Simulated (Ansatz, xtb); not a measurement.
# Ranking isomers of C3H2FNS

3 gas-phase structures of C3H2FNS, from a drawn sample of its isomers (lower ones may exist). Each was relaxed with GFN2-xTB:

A. `Fc1nccs1`, a singlet
B. `Fc1cscn1`, a singlet
C. `Fc1cncs1`, a singlet

Which do you expect lowest at r2SCAN-D4/def2-SVP, and how would the others follow?

Calculated order at r2SCAN-D4/def2-SVP: B (0.0), A (1.2), C (8.5) kcal/mol.

Energies above the lowest of each column, in kcal/mol; the last columns are at PBE-D3(BJ)/def2-SVP geometries:

| structure | GFN2-xTB | HF/STO-3G | r2SCAN-D4/def2-SVP | PBE-D3(BJ)/def2-SVP | CCSD(T)/def2-SVP + ΔMP2/def2-TZVPP |
| --- | --- | --- | --- | --- | --- |
| B | 0.0 | 1.9 | 0.0 | 0.0 | 0.0 |
| A | 0.4 | 0.0 | 1.2 | 1.1 | 1.3 |
| C | 3.4 | 3.9 | 8.5 | 7.6 | 8.4 |

CCSD(T)/def2-SVP + ΔMP2/def2-TZVPP puts B lowest; HF/STO-3G picks A. ΔMP2 is the change of the MP2 energy from the smaller to the larger basis.

Programs: Ansatz 0.2.0, xtb 6.7.1.
